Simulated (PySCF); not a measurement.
The numbers are results of r2SCAN-D4/def2-TZVP (PySCF), not measurements. Gas-phase values, no solvent. One relaxed conformer stands for a flexible species; it need not be the lowest. Excitations are Tamm–Dancoff values on a coarser integration grid. The basis has no diffuse functions, so Rydberg states are missing or too high.

Reference species (SMILES): `FB(F)F` (neutral, multiplicity 1).

```
Item                     Value
-------------------  ---------
HOMO                 -10.54 eV
T1 excitation (TDA)   10.48 eV
```

Changed species: `OB(F)F` (H–O–B–F torsion 180°) (1 of 3 F replaced by OH; the reference has 0 of 3 F replaced by OH).

What does the change do to the HOMO and T1 excitation (TDA)?

the HOMO increases by 1.21 eV, to -9.33 eV; the T1 excitation (TDA) drops by 1.40 eV, to 9.08 eV.
